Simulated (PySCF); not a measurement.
Geometries of 2 isomers of C2HFN2S, from PBE0-D3(BJ)/def2-SVP geometry optimisation, gas phase (PySCF). One conformer each, no zero-point energy, no frequencies.

Question: Which isomer lies lower at this level?
A.
```xyz
7
angstrom
F      1.223   -1.952    0.082
C      0.671   -0.770    0.083
N     -0.667   -0.686    0.270
C     -0.989    0.574    0.233
S      0.373    1.590   -0.030
N      1.398    0.293   -0.092
H     -2.008    0.950    0.355
```
B.
```xyz
7
angstrom
F      2.046   -0.117   -1.104
C      0.947    0.029   -0.421
N      0.115   -0.922   -0.179
C     -0.906   -0.398    0.556
N     -0.902    0.867    0.883
S      0.476    1.553    0.247
H     -1.733   -1.036    0.876
```

Answer: A. That is `Fc1ncsn1`, 3.7 kcal/mol below the other.

```tsv
SMILES	atoms numbered as above	E (Eh)	relative (kcal/mol)	relative (kJ/mol)	dipole (D)
Fc1ncsn1	[F:1][c:2]1[n:3][cH:4][s:5][n:6]1	-683.55457	0.0	0.0	3.06
Fc1ncns1	[F:1][c:2]1[n:3][cH:4][n:5][s:6]1	-683.54873	3.7	15.3	0.64
```
